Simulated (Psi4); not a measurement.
# CH4ClSi (SMILES [SiH3][CH]Cl): UMP2/def2-SVPD

What is the vertical ionisation energy of CH4ClSi at UMP2/def2-SVPD? 

The calculation is run with Psi4 1.11.

2 further runs of the same task are left out: 2 set aside as unsound or not needed.

## Step 1: The system as given

CH4ClSi: 7 atoms, total charge 0, spin state doublet. SMILES: `[SiH3][CH]Cl`. Geometry: relaxed at GFN2-xTB.

Bond lengths: Si1–C2 1.858 Å, C2–Cl3 1.691 Å, Si1–H4 1.466 Å, Si1–H5 1.461 Å, Si1–H6 1.467 Å, C2–H7 1.079 Å. Angles: Si1–C2–Cl3 121.7°, Si1–C2–H7 125.3°, Cl3–C2–H7 113.0°, C2–Si1–H4 110.2°, C2–Si1–H5 105.7°, C2–Si1–H6 110.4°, H4–Si1–H5 111.3°, H4–Si1–H6 108.2°, H5–Si1–H6 111.1°.

## Step 2: The energy at UMP2/def2-SVPD

File ch4clsi.inp:

```
memory 1600 MB

molecule m {
  0 2
  Si    -1.28913337     0.64488794    -0.53726803
  C      1.81744410    -0.56773042     0.56113528
  Cl     2.08372541    -3.36051886     2.09196461
  H     -2.46085805    -1.16312643    -2.27861286
  H     -0.75212989     3.04389525    -1.79369024
  H     -3.00082839     1.00805550     1.61284345
  H      3.60178020     0.39451812     0.34366559
  units bohr
  symmetry c1
}

set basis def2-SVPD
set reference uhf
set puream true
set e_convergence 1e-09
set d_convergence 1e-08
set scf_type pk
set num_frozen_docc 11
set mp2_type conv
set maxiter 200

E, wfn = energy('mp2', return_wfn=True)
print_variables()
```

Command:

```bash
$ psi4 -i ch4clsi.inp -o ch4clsi.out -n 1
```

ch4clsi.out:

```text
[...]
  Running in c1 symmetry.
[...]
  Nuclear repulsion =  133.093511218993513
[...]
  Multiplicity = 2
[...]
  Nalpha       = 21
  Nbeta        = 20
[...]
    Number of basis functions: 103
[...]
   @UHF iter   1:  -788.26660344392621   -4.27692e-01   1.98703e-03 ADIIS/DIIS
[...]
   @UHF iter  14:  -788.32386298100221   -6.02540e-12   5.97252e-09 DIIS
[...]
   @S^2 Observed:                7.653814193E-01
[...]
    Orbital Energies [Eh]
    ---------------------
    Alpha Occupied:
       1A   -104.819165     2A    -68.767493     3A    -11.295117
       4A    -10.578912     5A     -8.052950     6A     -8.052760
       7A     -8.050429     8A     -6.136560     9A     -4.247397
      10A     -4.247011    11A     -4.246522    12A     -1.167257
      13A     -0.898111    14A     -0.725941    15A     -0.616269
      16A     -0.561622    17A     -0.549950    18A     -0.496228
      19A     -0.491586    20A     -0.438753    21A     -0.364049
    Alpha Virtual:
      22A      0.085479    23A      0.104255    24A      0.116082
      25A      0.129677    26A      0.141156    27A      0.146982
[...]
  @UHF Final Energy:  -788.32386298100221
   => Energetics <=
    Nuclear Repulsion Energy =            133.0935112189935126
    One-Electron Energy =               -1353.8313637475250744
    Two-Electron Energy =                 432.4139895475294679
    Total Energy =                       -788.3238629810022076
  UHF NO Occupations:
  HONO-2 :   19  A 1.9982095
  HONO-1 :   20  A 1.9960900
[...]
 Multipole Moments:
 ------------------------------------------------------------------------------------
     Multipole            Electronic (a.u.)      Nuclear  (a.u.)        Total (a.u.)
 ------------------------------------------------------------------------------------
 L = 1.  Multiply by 2.5417464519 to convert [e a0] to [Debye]
 Dipole X            :          3.4156049           -3.3913556            0.0242493
 Dipole Y            :         -4.7726587            5.2349250            0.4622663
 Dipole Z            :          3.0306240           -3.2696251           -0.2390011
 Magnitude           :                                                    0.5209604
[...]
	SCS-MP2 Total Energy (a.u.)        :  -788.69754615323882
	SOS-MP2 Total Energy (a.u.)        :  -788.66973680461854
	SCSN-MP2 Total Energy (a.u.)       :  -788.47069634171703
[...]
	SOS-PI-MP2 Total Energy (a.u.)     :  -788.72738244188793
[...]
	MP2 Total Energy (a.u.)            :  -788.69551921320988
[...]
```

It took 4.8 s on 1 thread of AMD EPYC 9R45 (Zen 5), shared host; peak memory 0.64 GiB.

## Step 3: The singlet cation

File input.json:

```json
{
 "schema_name": "qcschema_input",
 "schema_version": 1,
 "molecule": {
  "schema_name": "qcschema_molecule",
  "schema_version": 2,
  "symbols": ["Si", "C", "Cl", "H", "H", "H", "H"],
  "geometry": [-1.28913337, 0.64488794, -0.53726803, 1.8174441, -0.56773042, 0.56113528, 2.08372541, -3.36051886, 2.09196461, -2.46085805, -1.16312643, -2.27861286, -0.75212989, 3.04389525, -1.79369024, -3.00082839, 1.0080555, 1.61284345, 3.6017802, 0.39451812, 0.34366559],
  "molecular_charge": 1,
  "molecular_multiplicity": 1,
  "fix_symmetry": "c1",
  "fix_com": true,
  "fix_orientation": true
 },
 "driver": "energy",
 "model": {
  "method": "mp2",
  "basis": "def2-SVPD"
 },
 "keywords": {
  "reference": "rhf",
  "puream": true,
  "e_convergence": 1e-09,
  "d_convergence": 1e-08,
  "scf_type": "pk",
  "num_frozen_docc": 11,
  "mp2_type": "conv"
 }
}
```

Command:

```bash
$ psi4 --qcschema input.json -n 1 --memory 1600MB
```

stdout:

```text
[...]
  Running in c1 symmetry.
[...]
  Nuclear repulsion =  133.093511218993484
[...]
  Multiplicity = 1
[...]
  Nalpha       = 20
  Nbeta        = 20
[...]
    Number of basis functions: 103
[...]
   @RHF iter   1:  -787.93736654817485   -9.84551e-02   2.66222e-03 ADIIS/DIIS
[...]
   @RHF iter  12:  -788.01303022654008   -6.25278e-12   6.07204e-09 DIIS
[...]
    Orbital Energies [Eh]
    ---------------------
    Doubly Occupied:
       1A   -105.106837     2A    -68.973997     3A    -11.647267
       4A    -10.863669     5A     -8.338269     6A     -8.335446
       7A     -8.333924     8A     -6.346112     9A     -4.457298
      10A     -4.455764    11A     -4.455502    12A     -1.436589
      13A     -1.147743    14A     -0.967244    15A     -0.885770
      16A     -0.797445    17A     -0.758900    18A     -0.702123
      19A     -0.684348    20A     -0.683623
[...]
  @RHF Final Energy:  -788.01303022654008
   => Energetics <=
    Nuclear Repulsion Energy =            133.0935112189934841
    One-Electron Energy =               -1343.4573451412511531
    Two-Electron Energy =                 422.3508036957177865
    Total Energy =                       -788.0130302265399678
[...]
 Multipole Moments:
 ------------------------------------------------------------------------------------
     Multipole            Electronic (a.u.)      Nuclear  (a.u.)        Total (a.u.)
 ------------------------------------------------------------------------------------
 L = 1.  Multiply by 2.5417464519 to convert [e a0] to [Debye]
 Dipole X            :        -24.5210504           25.6680933            1.1470428
 Dipole Y            :         47.5493749          -48.2234295           -0.6740547
 Dipole Z            :        -28.7628829           29.2926636            0.5297807
 Magnitude           :                                                    1.4320351
[...]
	SCS-MP2 Total Energy (a.u.)        :  -788.38644877198089
	SOS-MP2 Total Energy (a.u.)        :  -788.35991693270171
	SCSN-MP2 Total Energy (a.u.)       :  -788.15311833793442
[...]
	SOS-PI-MP2 Total Energy (a.u.)     :  -788.41773138372866
[...]
	MP2 Total Energy (a.u.)            :  -788.38169799951243
[...]
```

The result, in JSON:

```text
{
 "driver": "energy",
 "model": {
  "method": "mp2",
  "basis": "def2-SVPD"
 },
 "success": true,
 "return_result": -788.3816979995124,
 "properties": {
  "calcinfo_nbasis": 103,
  "calcinfo_nmo": 103,
  "calcinfo_nalpha": 20,
  "calcinfo_nbeta": 20,
  "calcinfo_natom": 7,
  "nuclear_repulsion_energy": 133.09351121899348,
  "return_energy": -788.3816979995124,
  "scf_one_electron_energy": -1343.4573451412512,
  "scf_two_electron_energy": 422.3508036957178,
  "scf_dipole_moment": [1.1470428424669485, -0.6740546859773815, 0.5297806936985836],
  "scf_total_energy": -788.0130302265401,
  "scf_iterations": 12,
  "mp2_same_spin_correlation_energy": -0.07959551783763227,
  "mp2_opposite_spin_correlation_energy": -0.2890722551347218,
  "mp2_singles_energy": 0.0,
  "mp2_doubles_energy": -0.3686677729723541,
  "mp2_correlation_energy": -0.3686677729723442,
  "mp2_total_energy": -788.3816979995124
 }
}
```

Run time: 3.6 s. Hardware: 1 thread of AMD EPYC 9R45 (Zen 5), shared host; peak memory 0.64 GiB.

## Step 4: Results

Level: UMP2/def2-SVPD, 11 core orbitals frozen.

| quantity | value |
| --- | --- |
| doublet CH4ClSi: total energy | -788.69552 Eh |
| doublet CH4ClSi: HOMO energy (Hartree–Fock orbitals) (highest over α and β) | -9.91 eV |
| doublet CH4ClSi: LUMO energy (Hartree–Fock orbitals) (lowest over α and β) | 1.85 eV |
| doublet CH4ClSi: correlation energy (11 core orbitals frozen) | -371.7 mEh |
| doublet CH4ClSi: ⟨S²⟩ of the reference determinant | 0.765 |
| singlet cation: total energy | -788.38170 Eh |
| singlet cation: HOMO energy (Hartree–Fock orbitals) | -18.60 eV |
| singlet cation: LUMO energy (Hartree–Fock orbitals) | -6.87 eV |
| singlet cation: HOMO–LUMO gap (Hartree–Fock orbitals) | 11.74 eV |
| singlet cation: correlation energy (11 core orbitals frozen) | -368.7 mEh |
| vertical ionisation energy (to the singlet cation) | 8.540 eV |

**Reading.** The vertical ionisation energy comes to 8.54 eV (197 kcal/mol). Only the singlet of the ionised species was computed; a triplet could lie lower.
